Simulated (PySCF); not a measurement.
Basis-set dependence of SF⁺ at CCSD(T)

PySCF, UHF reference; triplet, unpaired electrons π ↑↑; De to S⁺ + F without counterpoise correction. Frozen cores follow the default of each basis and core potential.

```tsv
basis	relativity	functions	Re (Å)	ωe (cm⁻¹)	De (eV)	frozen orbitals
jorge-DZP-DKH	spin-free X2C	39	1.567	929	2.56	6
6-311G(d,p)	no relativity	44	1.539	939	2.62	6
def2-TZVPPD	no relativity	91	1.514	1014	3.55	6
```

(1) How does each smaller set differ from the one with most functions, def2-TZVPPD?

Correlated steps freeze 6 core orbitals. Correlated levels converge slowly with the basis: in double zeta they bind strong bonds too weakly, by up to about 1 eV, and carry superposition errors of some tenths. For an ion De counts to the pair picked by the measured ionisation energies or electron affinities, which need not be the lowest pair at this level. The state was picked by a PBE0 search and need not be the measured ground state.

Results:

(1) jorge-DZP-DKH: +5.3 pm, -8.4 % in ωe, -0.99 eV in De; 6-311G(d,p): +2.5 pm, -7.4 % in ωe, -0.93 eV in De. All at CCSD(T); the set with most functions is neither the basis-set limit nor always the best. The rows treat relativity differently, so the differences are not basis effects alone.
